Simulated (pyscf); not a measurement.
Optimised with ωB97X-D3(BJ)/def2-SVP in PySCF.

Q: PBE/def2-TZVP puts the barrier of `[OH][OH]` + `[CH2][CH3]` [doublet] → `[O][OH]` [doublet] + `[CH3][CH3]` (hydrogen abstraction; doublet surface; H–O broken, C–H formed) at -17.1 kJ/mol and the reaction energy at -80.9 kJ/mol, from the separated reactants. What do r²SCAN/def2-TZVP, PBE0-D3(BJ)/def2-TZVP, ωB97M-D3(BJ)/def2-TZVP give on the same structures?

A: r²SCAN: ΔE‡ = -2.4 kJ/mol, ΔE = -70.8 kJ/mol; PBE0-D3(BJ): ΔE‡ = 4.0 kJ/mol, ΔE = -79.0 kJ/mol; ωB97M-D3(BJ): ΔE‡ = 20.8 kJ/mol, ΔE = -77.2 kJ/mol. PBE's barrier lies under all of them, by 14.8 to 37.9 kJ/mol. Its reaction energy lies under all of them, by 1.9 to 10.1 kJ/mol. On the reactant side the descent ends in a complex, 17.0 kJ/mol under the separated species and 32.4 kJ/mol under the saddle at ωB97X-D3(BJ)/def2-TZVP. At PBE, r²SCAN the saddle lies under the separated reactants, which points to a path from their complex (located at ωB97X-D3(BJ) alone). One saddle was located; it need not be the lowest between these sides. The angle at the transferred H is 171°.
